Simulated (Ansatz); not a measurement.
One change: `FCC1CO1` becomes `NCC1CO1`.

Ansatz, PBE0-D4/def2-TZVP geometries, multiplicity 1. Each molecule was computed in one conformer, which needn't be the lowest.

```tsv
property	`FCC1CO1`
HOMO–LUMO gap (PBE/def2-TZVPP) / eV	6.86
HOMO energy (B3LYP/def2-TZVPP) / eV	-7.98
size of the dipole moment (ωB97M-V/def2-TZVPP) / D	0.56
LUMO energy (PBE/def2-TZVPP) / eV	0.34
HOMO energy (ωB97M-V/def2-TZVPP) / eV	-10.68
HOMO energy (PBE/def2-TZVPP) / eV	-6.53
```

Task: What does the change do to each property? (Best estimate.)

Result: Computed: 
| property | `NCC1CO1` | shift |
| --- | --- | --- |
| HOMO–LUMO gap (PBE/def2-TZVPP) / eV | 5.61 | -1.25 |
| HOMO energy (B3LYP/def2-TZVPP) / eV | -6.82 | 1.16 |
| size of the dipole moment (ωB97M-V/def2-TZVPP) / D | 2.11 | 1.55 |
| LUMO energy (PBE/def2-TZVPP) / eV | 0.08 | -0.26 |
| HOMO energy (ωB97M-V/def2-TZVPP) / eV | -9.46 | 1.22 |
| HOMO energy (PBE/def2-TZVPP) / eV | -5.53 | 1.00 |

With PBE0 the HOMO rises by 1.19 eV and the LUMO falls by 0.50 eV, so the gap narrows by about 1.69 eV. PBE moves the HOMO by 1.00 eV and ωB97M-V by 1.22 eV. Dipoles are sizes alone; their direction can turn.

B3LYP here is the variant with VWN-RPA as its local correlation; programs differ in this.
